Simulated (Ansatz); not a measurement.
in.yaml

```yaml
crystal:
  periodic: [false, false, false]
  atoms:
    - {symbol: Al, position_ang: [-0.015321, -0.009087, 1.370055]}
    - {symbol: P, position_ang: [-0.016154, 1.022208, -0.622864]}
    - {symbol: P, position_ang: [0.031810, -1.013358, -0.665477]}
    - {symbol: H, position_ang: [-0.070967, -0.028734, 2.915421]}
basis:
  gaussian: {orbitals: cc-pVDZ}
correlation: {active_space: {window: {electrons: 2, orbitals: 2}, states: [{multiplicity: 1, weights: [-1, 1]}]}}
accuracy: high
```

```sh
$ ansatz run in.yaml --threads 1 --pin off --events-out ev --progress --plain --max-ram 2393MiB
```

Problem. One thing in this input was set wrong on purpose, beside settings that are merely unusual. What is the gravest fault, and what does the program do?

Solution. Impossible set of states or weights. How the run ends: refused.
```
Error: set 0 asks for 2 states and needs as many positive weights; it has [-1.0, 1.0]
```
